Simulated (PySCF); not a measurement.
Molecule: SMILES c1cnco1, C$_{3}$H$_{3}$NO.

Mapped SMILES: `[cH:1]1[cH:2][o:3][cH:4][n:5]1`. Hydrogens are named by the atom that carries them.

Spin–spin couplings on one PBE0-D3(BJ)/def2-SVP geometry, PySCF, gas phase, non-relativistic, equivalent pairs averaged; isotopes 13C, 1H, 17O, 15N; basis pcJ-1.

Problem. How do the couplings (Hz) change with the functional? Times are CPU seconds on 1 thread of an x86-64 server CPU, shared host.

Solution. 
```
functional  functions  1J(C4,H(C4))  1J(C2,H(C2))  1J(C1,H(C1))  1J(C1,C2)  1J(O3,C4)  1J(C2,O3)  1J(C1,N5)  core-s
       LDA        165         193.7         172.3         162.2       56.3       39.9       27.6        8.5     6.1
       PBE        165         224.6         200.4         189.6       67.9       39.4       27.1        7.1      10
       KT2        165         244.8         217.4         205.8       56.2       42.9       30.3       10.9     9.8
     B3LYP        165         242.7         217.7         205.1       77.2       34.8       24.1        4.1      30
      PBE0        165         230.5         206.7         195.0       74.8       34.0       24.0        4.2      11
     B97-2        165         221.5         198.6         187.1       73.7       32.6       22.2        3.7      11
 BHandHLYP        165         257.4         232.8         218.5       91.0       27.4       19.4       -1.2      14
 CAM-B3LYP        165         240.2         215.3         202.3       77.0       32.9       23.2        3.2      16
``` Left out for a near triplet instability: HF/pcJ-1.
